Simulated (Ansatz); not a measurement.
# SiHSCl (SMILES S[Si]Cl): one structure at several levels

A test off equilibrium: a structure displaced at random from a GFN2-xTB minimum is computed at several levels, and each is set against CCSD(T).

The runs use Ansatz 0.2.0, Gaussian basis; single points in def2-TZVPP.

Cores are frozen in the correlated methods.

### Step 1. The starting structure

SMILES `S[Si]Cl`, 4 atoms, charge 0, spin multiplicity 1.

Atoms are counted from 1 here; the program's logs count them from 0.

Bond lengths: S1–Si2 2.117 Å, S1–H4 1.242 Å, Si2–Cl3 2.119 Å. Angles: Si2–S1–H4 98.8°, S1–Si2–Cl3 102.3°.

Coordinates:

```xyz
4
ClHSSi
S    -0.1304    0.8948   -0.5849
Si   -0.1544   -0.9667    0.4237
Cl    1.8517   -1.1487    1.0816
H    -1.3230    0.9388   -0.9296
```

### Step 2. CCSD(T)/def2-TZVPP

run/in.yaml reads:

```yaml
crystal:
  periodic: [false, false, false]
  atoms:
    - {symbol: S, position_ang: [-0.130400, 0.894800, -0.584900]}
    - {symbol: Si, position_ang: [-0.154400, -0.966700, 0.423700]}
    - {symbol: Cl, position_ang: [1.851700, -1.148700, 1.081600]}
    - {symbol: H, position_ang: [-1.323000, 0.938800, -0.929600]}
basis:
  gaussian: {orbitals: def2-TZVPP}
correlation: {method: ccsd_t}
output: {forces: true}
```

The command line of these runs was not kept.

### Step 3. PBE0-D4/def2-TZVPP

run/in.yaml, as its differences from that of step 2:

```diff
@@ -9,3 +9,3 @@
   gaussian: {orbitals: def2-TZVPP}
-correlation: {method: ccsd_t}
-output: {forces: true}
+hamiltonian: {xc: pbe0, dispersion: d4}
+output: {forces: true, orbitals: {seedname: orbitals}}
```

### Step 4. wB97M-V/def2-TZVPP

run/in.yaml, as its differences from that of step 3:

```diff
@@ -9,3 +9,3 @@
   gaussian: {orbitals: def2-TZVPP}
-hamiltonian: {xc: pbe0, dispersion: d4}
-output: {forces: true, orbitals: {seedname: orbitals}}
+hamiltonian: {xc: {name: wB97M-V}}
+output: {forces: true}
```

### Step 5. r2SCAN-D4/def2-TZVPP

run/in.yaml, as its differences from that of step 4:

```diff
@@ -9,3 +9,3 @@
   gaussian: {orbitals: def2-TZVPP}
-hamiltonian: {xc: {name: wB97M-V}}
+hamiltonian: {xc: r2scan, dispersion: d4}
 output: {forces: true}
```

### Step 6. PBE-D4/def2-TZVPP

run/in.yaml, as its differences from that of step 5:

```diff
@@ -9,3 +9,3 @@
   gaussian: {orbitals: def2-TZVPP}
-hamiltonian: {xc: r2scan, dispersion: d4}
+hamiltonian: {xc: pbe, dispersion: d4}
 output: {forces: true}
```

### Step 7. SPW92/def2-TZVPP

run/in.yaml, as its differences from that of step 6:

```diff
@@ -9,3 +9,3 @@
   gaussian: {orbitals: def2-TZVPP}
-hamiltonian: {xc: pbe, dispersion: d4}
+hamiltonian: {xc: lda}
 output: {forces: true}
```

### Step 8. revPBE-D4/def2-TZVPP

run/in.yaml, as its differences from that of step 7:

```diff
@@ -9,3 +9,3 @@
   gaussian: {orbitals: def2-TZVPP}
-hamiltonian: {xc: lda}
+hamiltonian: {xc: {name: revPBE}, dispersion: d4}
 output: {forces: true}
```

(Steps that only read results are left out.)

Before running it: what results should come out? Wanted: energy less free atoms, CCSD(T)/def2-TZVPP; RMS force component; RMS force error; HOMO and LUMO, PBE0-D4; T1 diagnostic.

**Answer**, as computed:

| quantity | value |
| --- | --- |
| energy less free atoms, CCSD(T)/def2-TZVPP | -1092.0 kJ/mol |
| RMS force component | 1.507 to 1.688 eV/Å over the methods |
| RMS force error | PBE0-D4 0.069, wB97M-V 0.042, r2SCAN-D4 0.059, PBE-D4 0.199, SPW92 0.196, revPBE-D4 0.240 eV/Å |
| HOMO and LUMO, PBE0-D4 | -7.14 and -2.51 eV |
| T1 diagnostic | 0.014 |

In words: Against CCSD(T) the functionals' energies less atoms differ by -235.3 to -48.3 kJ/mol, PBE-D4 by -78.0 kJ/mol. A larger basis would deepen the CCSD(T) value, while the functionals are nearly converged already, so the order here is not reliable. The forces of wB97M-V come nearest to CCSD(T), those of revPBE-D4 are farthest. Frozen-core CCSD(T) forces in triple zeta carry basis errors of their own, and this is one geometry, so small gaps rank nothing. The restricted Hartree–Fock reference is unstable towards an unrestricted one at one or more of these structures.
